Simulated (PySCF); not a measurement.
nitrous oxide (N₂O), SMILES [N+]([O-])#N.

The structure is a stationary point at PBE0-D3(BJ)/def2-TZVP.

Method: HF/def2-TZVPD run with PySCF.

Gas-phase values at a fixed geometry.

```
Property                                                                                                        Value
---------------------------------------------------------------------------------------------  ----------------------
total energy                                                                                       -183.76077 hartree
point group                                                                                                       C∞v
highest occupied level                                                                                      -13.39 eV
lowest empty level                                                                                            2.28 eV
orbital gap                                                                                                  15.67 eV
dipole moment                                                                                                  0.58 D
quadrupole, principal values (traceless, Buckingham form, about the centre of nuclear charge)   -3.86, 1.93, 1.93 D·Å
mean static polarisability                                                                       18.2 bohr³ (2.70 Å³)
polarisability, principal values                                                               12.3, 12.3, 30.1 bohr³
```
